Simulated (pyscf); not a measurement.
Structures and frequencies: ωB97X-D3(BJ)/def2-SVP in PySCF.

Problem. What is the homolytic dissociation enthalpy (298 K, ωB97M-D3(BJ)/def2-TZVP) of the C–Si bond of `[CH3][Si]([CH3])([OH])[OH]`, to CH₃• + H₃C–Si•(OH)–OH?

Solution. C–Si to CH₃• + H₃C–Si•(OH)–OH: 401.4 kJ/mol. The 7 functionals that were run give +361.1 (r²SCAN) to +401.7 kJ/mol (ωB97X-D3(BJ)). Other isomers of H₃C–Si•(OH)–OH were not searched in full and may lie lower.
